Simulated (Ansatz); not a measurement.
A calculation with Ansatz (development build ahead of 0.2.0).

```yaml
crystal:
  periodic: [false, false, false]
  atoms:
    - { symbol: "N", position_ang: [0.0, 0.0, 0.0] }
    - { symbol: O, position_ang: [0.0, 0.0, 2.12] }
basis:
  gaussian: { orbitals: "6-31G" }
total_charge: 1
magnetization:
  spin_polarized: true
hamiltonian:
  xc: pbe0
scf:
  omitted_lower_state_checks: [stability, starts, atomic_configurations, cluster_reference, orbital_swaps, given_window_search, neighbouring_geometries, increment]
output:
  forces: true
```

The input is written out in the form of the current development build from the run's settings.

Output:

```json
{"Converged": "yes", "Total energy": "-129.08424 hartree", "Spin squared of the determinant": "2.333"}
```

Forces (eV/Å):
```tsv
atom	Fx	Fy	Fz
N1	0.000	0.000	1.397
O2	0.000	0.000	-1.397
```

Caution: the unrestricted determinant is a mixture of spin states.
